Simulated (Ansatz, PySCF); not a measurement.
System: glyoxal, C2H2O2, net charge 0, singlet state. 
Structure (B3LYP-D3(BJ)/def2-TZVP (Ansatz, a program for electronic structure) minimum search):
SMILES: O=CC=O
```xyz
6

C      0.0079     0.7617    -0.0144
C     -0.0079    -0.7617     0.0144
O      1.0376     1.3794    -0.0260
H     -0.9919     1.2360    -0.0234
O     -1.0376    -1.3794     0.0260
H      0.9919    -1.2360     0.0234
```
Charge 0, spin multiplicity 1.
Unstable Hartree-Fock reference: O=CC=O.

Property: enthalpy of formation at 298 K (from the atomisation energy, B3LYP-D3(BJ)/def2-TZVP harmonic zero-point and thermal terms from PySCF, and the atoms' enthalpies of formation in the G2/97 table; no spin-orbit terms, and no core term in the frozen-core levels), in eV. Cores are frozen in the correlated levels unless marked. UHF or UKS for open shells. No spin-orbit coupling. No relativistic terms. The coupled-cluster limit lacks core correlation, which all-electron functionals hold. Basis-set limits of correlation are two-point, X^-3; Hartree-Fock from the larger set.

| level | program | enthalpy of formation at 298 K (eV) |
|---|---|---|
| HF/6-31G | Ansatz | 10.00 |

Problem. Predict the CCSD(T)/CBS(cc-pVTZ,cc-pVQZ) result (Ansatz).

Solution. -2.13 eV, so HF/6-31G differs from it by 12.13 eV.
